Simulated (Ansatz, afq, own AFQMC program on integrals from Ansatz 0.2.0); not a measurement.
Integrals from Ansatz 0.2.0, then the random walk in our own AFQMC program (afq).

```yaml
crystal:
  periodic: [false, false, false]
  atoms:
    - {symbol: C, position_ang: [-0.490921, 0.984375, 1.603964]}
    - {symbol: Si, position_ang: [-1.048848, -0.058975, 0.182705]}
    - {symbol: Cl, position_ang: [-2.959704, -0.698027, 0.554241]}
    - {symbol: O, position_ang: [-0.284652, -0.429695, -1.085566]}
    - {symbol: H, position_ang: [-1.170943, 1.841576, 1.727757]}
    - {symbol: H, position_ang: [0.532663, 1.344122, 1.432134]}
    - {symbol: H, position_ang: [-0.528094, 0.397725, 2.535065]}
basis:
  gaussian: {orbitals: def2-SVP}
magnetization: {spin_polarized: false}
correlation: {method: ccsd_t, electrons: outside_noble_gas, hamiltonian_folder: ham}
```

```sh
$ ansatz run in.yaml --threads 1 --pin off --events-out ev --progress --plain --max-ram 16896MiB --backend cuda --devices 0, --max-vram 18GiB
```

Options of the walk:

```
--method phaseless --trial cisd --walkers 4000 --populations 20 --least-time 60 --time-step 0.005 --steps-per-block 50 --equilibration-blocks 28 --max-blocks 4000 --target-error 0.00018 --factor-cut 1e-05 --seed 2853 --release-times 0.2,0.4,0.6 --release-step 0.02 --release-every 5 --taylor-order 6
```

Times are imaginary, in 1/Eh. The walk had a cap of 195 s. With eight or more populations the least sampling time is a fifth of least-time, and the error comes from their spread.

afq prints:

```
orbitals 67  electrons 12 12  factors 542 of 754
reference energy -862.63654842 Eh
CCSD correlation -0.58548368 Eh in 13 cycles, weight of the determinant in the CISD state 0.8086
energy of the start -863.222043 Eh
 block  time / (1/Eh)  mean weight  energy / Eh
     1     0.250  0.9999  -863.202828
     2     0.500  0.9999  -863.213201
     3     0.750  0.9998  -863.222180
     4     1.000  0.9996  -863.227671
     5     1.250  1.0002  -863.233067
    10     2.500  1.0002  -863.242670
    31     7.750  0.9995  -863.242289
    56    14.000  1.0002  -863.241179
    81    20.250  1.0003  -863.241322
   101    25.250  1.0004  -863.244962
   106    26.500  1.0002  -863.244521
   131    32.750  0.9996  -863.242277
   156    39.000  0.9997  -863.241717
   171    42.750  1.0002  -863.239714
   181    45.250  0.9995  -863.243961
   206    51.500  0.9994  -863.242265
   211    52.750  1.0001  -863.243578
error from the spread of 20 populations
released: time / (1/Eh)  energy / Eh  error  mean overlap
  0.20  -863.242799  0.000239  0.9987
  0.40  -863.242979  0.000197  0.9961
  0.60  -863.242920  0.000219  0.9942
energy -863.242479 +/- 0.000210 Eh
(rows thinned)
```

The run passed its tests (sampling time, drift between the halves within three errors, error under three times the target), which doesn't prove that it has relaxed, ending at its cap on processor time.

Against this walk (error 5.7 meV) on the same determinant: CCSD(T) 79.2 meV higher, CCSDT(Q) 2.5 meV lower (within the noise). The error is statistical and leaves out the bias of the constraint. Released to 0.60 1/Eh the energy moves by -12 ± 8 meV (both errors), within twice the noise.

Cautions: constraint bias not in the error; error above the target (5.7 against 4.9 meV).

The walk took 3.3 min on 1 × NVIDIA H100 80GB HBM3 with 2 threads of AMD EPYC 7R13 Processor (Zen 3) (shared host) (the card was shared). The log's last line is the phaseless energy.

CCSDT and higher add their correlation energy to the determinant of the CCSD(T) run, since their own runs factorise the integrals more tightly (a shift of under 2 meV).
